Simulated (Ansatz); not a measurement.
**CHBSi (quintet): wave-function methods side by side, def2-TZVPP**

The task here is to estimate one member of a computed series from the others.

Computed with Ansatz 0.2.0, Gaussian basis. Level: def2-TZVPP, core rule «outside noble gas», up to 7 orbitals frozen.

The runs, in order: UHF; ROHF; CCSD(T) on UHF.

2 further runs of the same task are left out: 2 set aside as unsound or not needed.

**What is computed**

The geometry is a PBE0/def2-TZVP stationary point (not a proven minimum) of the parent state, kept for this charge and spin.

4 atoms, charge 0, spin multiplicity 5.

Atoms are counted from 1 here; the program's logs count them from 0.

Bond lengths: C1–B2 1.396 Å, B2–Si3 1.912 Å, Si3–H4 1.520 Å. Angles: C1–B2–Si3 172.2°, B2–Si3–H4 92.7°.

Set-up of the first run:

The input, in.yaml:

```yaml
crystal:
  periodic: [false, false, false]
  atoms:
    - {symbol: C, position_ang: [0.000000, 0.013962, 2.143144]}
    - {symbol: B, position_ang: [0.000000, 0.080821, 0.748773]}
    - {symbol: Si, position_ang: [0.000000, -0.087981, -1.155894]}
    - {symbol: H, position_ang: [0.000000, 1.418282, -1.360996]}
basis:
  gaussian: {orbitals: def2-TZVPP}
magnetization: {spin_polarized: true, initial_magnetization: 4}
hamiltonian: {xc: hf}
output: {orbitals: {seedname: orbitals}}
```

The run is started by

```bash
$ ansatz run in.yaml --threads 1 --pin off --events-out ev --progress --plain --max-ram 4096MiB --backend cpu
```

Among the steps run: UHF; ROHF; CCSD(T) on UHF.

One of the session's tables, all rows but one given; the rest of the session is left out.

```
  method  from UCCSD(T) (meV)
    ROHF              +8725.5
     UHF              +8295.2
    UMP2                    ?
   UCCSD               +468.2
UCCSD(T)                    0
```

**Question.** Estimate the row for UMP2.

The run gave: from UCCSD(T) (meV): +1863.7. In the column «from UCCSD(T) (meV)» it lies between UCCSD (+468.2) and UHF (+8295.2).
